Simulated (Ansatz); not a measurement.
in.yaml

```yaml
crystal:
  periodic: [false, false, false]
  atoms:
    - {symbol: Se, position_ang: [0.000000, 0.000000, 0.000000]}
    - {symbol: Se, position_ang: [0.000000, 0.000000, 2.520600]}
basis:
  gaussian: {orbitals: aug-cc-pVDZ}
total_charge: -1
magnetization: {spin_polarized: true, initial_magnetization: 5}
correlation: {method: ccsdt_q, electrons: outside_noble_gas}
```

```sh
$ ansatz run in.yaml --threads 1 --pin off --events-out ev --progress --plain --max-ram 2393MiB
```

The program prints:

```
1287 factors; integrals over basis functions are off by at most 1.8e-7 eV
mean field evaluation 1: about -130598.3599 eV, gradient 1.5e1 eV
mean field evaluation 2: about -130598.3549 eV, gradient 1.5e1 eV
mean field evaluation 4: about -130600.5247 eV, gradient 1.2e0 eV
mean field evaluation 8: about -130600.5508 eV, gradient 2.1e-2 eV
mean field evaluation 16: about -130600.5509 eV, gradient 4.1e-5 eV
mean field evaluation 32: about -130600.5234 eV, gradient 1.2e0 eV
mean field evaluation 64: about -130600.1738 eV, gradient 7.1e-5 eV
mean field evaluation 96: about -130600.7743 eV, gradient 3.7e-1 eV
mean field evaluation 128: about -130600.6568 eV, gradient 6.1e-1 eV
mean field evaluation 160: about -130600.3914 eV, gradient 2.7e0 eV
...
a density is far from that of the atoms, so the factors are made again for it
1305 factors; integrals over basis functions are off by at most 1.3e-7 eV
...
mean field -130600.78599795 eV, -4799.4903610324 hartree, gradient 3.0e-6 eV, S^2 8.772427; 41 other end points of the search recorded, 0 dependent functions left out
determinant -130600.78599795 eV, -4799.4903610324 hartree, with singles and doubles -130606.71036735 eV, -4799.7080775924 hartree
determinant -130600.55085435 eV, -4799.4817196647 hartree, with singles and doubles -130606.65206535 eV, -4799.7059350334 hartree
determinant -130600.25533603 eV, -4799.4708595667 hartree, with singles and doubles -130606.20958003 eV, -4799.6896739976 hartree
determinant -130600.21690055 eV, -4799.4694470888 hartree, with singles and doubles -130606.66869521 eV, -4799.7065461694 hartree
determinant -130600.21611677 eV, -4799.4694182854 hartree, with singles and doubles -130606.67076414 eV, -4799.7066222010 hartree
determinant -130600.17375752 eV, -4799.4678616116 hartree, with singles and doubles -130606.24748956 eV, -4799.6910671473 hartree
determinant -130600.11071304 eV, -4799.4655447696 hartree, with singles and doubles -130606.01698103 eV, -4799.6825961150 hartree
determinant -130599.94531606 eV, -4799.4594665427 hartree, with singles and doubles -130606.06835100 eV, -4799.6844839264 hartree
determinant -130599.67871268 eV, -4799.4496690492 hartree, with singles and doubles -130605.56134131 eV, -4799.6658516639 hartree
determinant -130599.50773943 eV, -4799.4433858983 hartree, with singles and doubles -130605.56012060 eV, -4799.6658068039 hartree
determinant -130599.35081250 eV, -4799.4376189399 hartree, with singles and doubles -130605.44559317 eV, -4799.6615979984 hartree
determinant -130599.26265066 eV, -4799.4343790522 hartree, with singles and doubles -130605.62696263 eV, -4799.6682632031 hartree
determinant -130599.02644477 eV, -4799.4256986458 hartree, with singles and doubles -130604.52641477 eV, -4799.6278188152 hartree
determinant -130598.89988718 eV, -4799.4210477401 hartree, with singles and doubles -130604.76282821 eV, -4799.6365068488 hartree
determinant -130598.81515273 eV, -4799.4179338063 hartree, with singles and doubles -130605.45742603 eV, -4799.6620328479 hartree
determinant -130598.50587171 eV, -4799.4065679386 hartree, with singles and doubles -130604.02699268 eV, -4799.6094653919 hartree
determinant -130598.39625647 eV, -4799.4025396528 hartree, with singles and doubles -130604.81942951 eV, -4799.6385869083 hartree
determinant -130598.09703731 eV, -4799.3915435515 hartree, with singles and doubles -130604.76303339 eV, -4799.6365143890 hartree
determinant -130598.04565610 eV, -4799.3896553270 hartree, with singles and doubles -130604.58935443 eV, -4799.6301318051 hartree
determinant -130598.03567540 eV, -4799.3892885430 hartree, with singles and doubles -130604.48885564 eV, -4799.6264385426 hartree
determinant -130597.89195313 eV, -4799.3840068470 hartree, with singles and doubles -130604.26325778 eV, -4799.6181479741 hartree
determinant -130600.78599795 eV, -4799.4903610324 hartree, with singles and doubles -130606.72253657 eV, -4799.7085248028 hartree
determinant -130600.55085435 eV, -4799.4817196647 hartree, with singles and doubles -130606.65282204 eV, -4799.7059628410 hartree
determinant -130600.25533603 eV, -4799.4708595667 hartree, with singles and doubles -130606.21588963 eV, -4799.6899058712 hartree
determinant -130600.21690055 eV, -4799.4694470888 hartree, with singles and doubles -130606.68290644 eV, -4799.7070684225 hartree
determinant -130600.21611677 eV, -4799.4694182854 hartree, with singles and doubles -130606.67135494 eV, -4799.7066439124 hartree
determinant -130600.17375752 eV, -4799.4678616116 hartree, with singles and doubles -130606.24818346 eV, -4799.6910926476 hartree
28 core orbitals not correlated: weight in the atoms' cores, before any rotation towards them, 1.000 or more for the frozen orbitals, at most 0.000 for the correlated occupied ones
reference -130600.78599795 eV, -4799.4903610324 hartree; 9, 4 occupied and 35, 40 virtual orbitals, 1305 factors
second order -5.02443047 eV of doubles, -0.00000000 eV of singles
...
cycle  26  -6.20930341 eV  change    1.1e-5 eV  update   4.1e-5
cycle  27  -6.20933145 eV  change   -2.8e-5 eV  update   2.3e-5
cycle  28  -6.20936282 eV  change   -3.1e-5 eV  update   1.3e-5
cycle  29  -6.20937376 eV  change   -1.1e-5 eV  update   7.5e-6
cycle  30  -6.20937895 eV  change   -5.2e-6 eV  update   4.6e-6
cycle  31  -6.20937935 eV  change   -4.0e-7 eV  update   3.0e-6
cycle  32  -6.20937906 eV  change    2.9e-7 eV  update   1.8e-6
cycle  33  -6.20938018 eV  change   -1.1e-6 eV  update   9.9e-7
cycle  34  -6.20938140 eV  change   -1.2e-6 eV  update   5.0e-7
cycle  35  -6.20938198 eV  change   -5.8e-7 eV  update   2.9e-7
perturbative correction -0.03632856 eV, -0.0013350498 hartree
Total energy: -130607.03170848 eV, -4799.7198866610 hartree
```

The T1 diagnostic is 0.157.

Ran on 1 thread of INTEL XEON PLATINUM 8581C, shared host: 3.8 min wall, 0.77 GiB peak host memory.
